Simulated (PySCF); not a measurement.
carbonyl sulfide (COS), SMILES O=C=S. The structure is a stationary point at PBE-D3(BJ)/def2-TZVP.

Computed equilibrium geometry at PBE-D3(BJ)/def2-TZVP (PySCF confirms it by a frequency run) as Cartesian coordinates in Å, and its point group:
point group C∞v.
```xyz
3

O      0.0000     0.0000    -1.6930
C      0.0000     0.0000    -0.5243
S      0.0000     0.0000     1.0431
```
